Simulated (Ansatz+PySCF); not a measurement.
## singlet NH₃: levels of theory in one basis

```yaml
atoms:
  - { symbol: N, position_ang: [0.0000, 0.0000, 0.2432] }
  - { symbol: H, position_ang: [1.8717, 0.0000, -0.5674] }
  - { symbol: H, position_ang: [-0.9358, 1.6209, -0.5674] }
  - { symbol: H, position_ang: [-0.9358, -1.6209, -0.5674] }
```

Basis set: 6-31G* (spherical functions). Left uncorrelated: 1 orbital. Charge 0, multiplicity 1.

Computed with Ansatz (development build ahead of 0.2.0); each method stands on the lowest determinant of its kind that the runs found. NEVPT2 correlates all electrons. Active spaces start from the frontier orbitals, and the lowest solution found is given.

```
        method  E − E(RHF) (eV)  <S²> of the determinant
           RHF             0.00                     0.00
           UHF            -7.75                     2.68
       RHF-MP2            -8.71                        –
       UHF-MP2            -9.88                     2.68
      RHF-CCSD           -10.57                        –
   RHF-CCSD(T)           -11.80                        –
   UHF-CCSD(T)           -10.82                     2.68
  RHF-CCSDT(Q)           -11.38                        –
  UHF-CCSDT(Q)           -11.05                     2.68
   CASSCF(8,7)            -8.64                        –
SC-NEVPT2(8,7)           -10.80                        –
```

**Question.** What does full CI (lowest root of this spin) give on the same scale?

**Answer.** -11.24 eV.

At such a shape the full CI root can have another spatial symmetry than the determinants, so the rows needn't describe one state.

**Question.** Is a single determinant a sound starting point here?

**Answer.** It is doubtful. Unrestricted orbitals lower Hartree–Fock by 7.75 eV and <S²> is 2.68 where a pure state has 0.00, a sign of strong static correlation. The CASSCF(8,7) natural occupations are 2.00, 1.58, 1.58, 1.48, 0.52, 0.42, 0.42.

Caution for RHF, RHF-MP2, RHF-CCSD, RHF-CCSD(T), RHF-CCSDT(Q): an unrestricted determinant lies well below. Caution for UHF, UHF-MP2, UHF-CCSD(T), UHF-CCSDT(Q): the unrestricted determinant is a mixture of spin states. Caution for RHF-MP2, RHF-CCSD, RHF-CCSD(T), RHF-CCSDT(Q): large amplitudes, a single reference is doubtful. Caution for UHF-MP2, UHF-CCSD(T), UHF-CCSDT(Q): bonds are stretched, where a single reference can fail; a plain start can end on a higher determinant. Caution for RHF-CCSD(T), UHF-CCSD(T): the program doubts this total.
